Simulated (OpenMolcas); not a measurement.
# doublet HBS+: levels of theory compared

Wanted: a comparison of 3 runs (UHF/STO-3G, UB3LYP/STO-3G, UPBE0/STO-3G) of doublet HBS+. 

The calculation is run with OpenMolcas 26.06.

1 further run of the same task is left out (set aside as unsound or not needed).

## (1) The molecule

The species is HBS+ (3 atoms), meant as a doublet with charge +1. SMILES of the parent species: `B=S`. Geometry: relaxed at GFN2-xTB. That shape belongs to the parent species and isn't relaxed for this state.

Bond lengths: B1–S2 1.592 Å, B1–H3 1.144 Å. Angles: S2–B1–H3 179.9°.

## (2) A single-point energy at UHF/STO-3G (run 1)

File mol.xyz:

```xyz
3

B     -0.041030    -0.016100     0.142540
S      0.395320     0.146510    -1.379660
H     -0.354300    -0.130410     1.237110
```

File mol.input:

```
&gateway
  baslib=$CurrDir
  coord=mol.xyz
  basis=STO-3G
  group=NoSym

&seward

&scf
  uhf
  charge=1
  spin=2
  thresholds=1e-10 1e-07 1e-07 1e-05
  prorbitals=1 1
```

The basis set STO-3G is read from a file made from the Basis Set Exchange's data (not shown).

Started as:

```
$ export MOLCAS_MEM=1860
$ pymolcas mol.input > mol.log
```

The program printed:

```text
--- Start Module: gateway ---
[...]
--- Stop Module: gateway /rc=_RC_ALL_IS_WELL_ ---
--- Start Module: seward ---
[...]
      Basis functions           15
--- Stop Module: seward /rc=_RC_ALL_IS_WELL_ ---
--- Start Module: scf ---
[...]
       Convergence after  21 Iterations
[...]
::    Total SCF energy                               -417.8463300691
[...]
      Total spin, S                                     0.5057573830
[...]
      Total electronic charge=   21.000000
      Total            charge=    1.000000
[...]
      Dipole Moment (debye):
      Origin of the operator (angstrom)=    0.2689    0.0995   -0.9387
                   X= -6.9767E-01               Y= -2.6234E-01               Z=  2.4321E+00           Total=  2.5438E+00
      Center of Charge (angstrom)
[...]
--- Stop Module: scf /rc=_RC_ALL_IS_WELL_ ---
[...]
```

Run time: 1.9 s. Hardware: 1 thread of Arm Neoverse V1, shared host; peak memory 0.37 GiB.

## (3) The energy at UB3LYP/STO-3G (run 2)

mol.xyz is that of step 2.

File mol.input:

```
* BHS Kohn-Sham DFT
&GATEWAY
BasLib=$CurrDir
Coord=mol.xyz
Basis=STO-3G
Group=NoSym
&SEWARD
GridInput
Grid=UltraFine
End of Grid
&SCF
UHF
Charge=1
Spin=2
KSDFT=B3LYP
Thresholds=1e-10 1e-07 1e-07 1e-05
PrOrbitals=1 1
```

The basis set STO-3G is read from a file made from the Basis Set Exchange's data (not shown).

Started as:

```
$ export MOLCAS_MEM=1860
$ pymolcas mol.input > mol.log
```

The program printed:

```text
--- Start Module: gateway ---
[...]
--- Stop Module: gateway /rc=_RC_ALL_IS_WELL_ ---
--- Start Module: seward ---
[...]
      Basis functions           15
--- Stop Module: seward /rc=_RC_ALL_IS_WELL_ ---
--- Start Module: scf ---
[...]
       Convergence after  22 Iterations
[...]
::    Total KS-DFT energy                            -418.5852622551
[...]
      Total spin, S                                     0.5007008573
[...]
      Total electronic charge=   21.000000
      Total            charge=    1.000000
[...]
      Dipole Moment (debye):
      Origin of the operator (angstrom)=    0.2689    0.0995   -0.9387
                   X= -5.0676E-01               Y= -1.9100E-01               Z=  1.7663E+00           Total=  1.8475E+00
      Center of Charge (angstrom)
[...]
--- Stop Module: scf /rc=_RC_ALL_IS_WELL_ ---
[...]
```

Wall time 6.6 s (1 thread of Arm Neoverse V1, shared host); peak memory 0.37 GiB.

## (4) The energy at UPBE0/STO-3G (run 3)

mol.xyz is that of step 3.

File mol.inp:

```
* BHS Kohn-Sham DFT
&GATEWAY
BASLIB=$CurrDir
COORD=mol.xyz
BASIS=STO-3G
GROUP=NoSym
&SEWARD
GRIDINPUT
Grid=UltraFine
End of Grid
&SCF
UHF
CHARGE=1
SPIN=2
KSDFT=PBE0
THRESHOLDS=1e-10 1e-07 1e-07 1e-05
PRORBITALS=1 1
```

The basis set STO-3G is read from a file made from the Basis Set Exchange's data (not shown).

Started as:

```
$ export MOLCAS_MEM=1860
$ pymolcas mol.inp > mol.log
```

The program printed:

```text
--- Start Module: gateway ---
[...]
--- Stop Module: gateway /rc=_RC_ALL_IS_WELL_ ---
--- Start Module: seward ---
[...]
      Basis functions           15
--- Stop Module: seward /rc=_RC_ALL_IS_WELL_ ---
--- Start Module: scf ---
[...]
       Convergence after  20 Iterations
[...]
::    Total KS-DFT energy                            -418.4158609169
[...]
      Total spin, S                                     0.5008221513
[...]
      Total electronic charge=   21.000000
      Total            charge=    1.000000
[...]
      Dipole Moment (debye):
      Origin of the operator (angstrom)=    0.2689    0.0995   -0.9387
                   X= -5.2846E-01               Y= -1.9910E-01               Z=  1.8420E+00           Total=  1.9266E+00
      Center of Charge (angstrom)
[...]
--- Stop Module: scf /rc=_RC_ALL_IS_WELL_ ---
[...]
```

It took 5.4 s on 1 thread of Arm Neoverse V1, shared host; peak memory 0.37 GiB.

## (5) Overview of the runs

| run | level | integration grid | energy (Eh) | HOMO energy (eV) | LUMO energy (eV) | ⟨S²⟩ | wall time |
| --- | --- | --- | --- | --- | --- | --- | --- |
| 1 | UHF/STO-3G | – | -417.846330 | -17.85 | -7.21 | 0.762 | 1.9 s |
| 2 | UB3LYP/STO-3G | UltraFine | -418.585262 | -15.48 | -13.23 | 0.751 | 6.6 s |
| 3 | UPBE0/STO-3G | UltraFine | -418.415861 | -15.72 | -12.89 | 0.752 | 5.4 s |

## (6) Outcome

| quantity | value |
| --- | --- |
| run 3: total energy | -418.41586 Eh |
| run 3: HOMO energy (highest over α and β) | -15.72 eV |
| run 3: LUMO energy (lowest over α and β) | -12.89 eV |
| run 3: ⟨S²⟩ | 0.752 |

What this shows: Totals of different functionals can't be ranked against each other. In runs 1, 2, 3 the basis is minimal, so the values are rough. All runs together took 14 s, the longest 6.6 s.
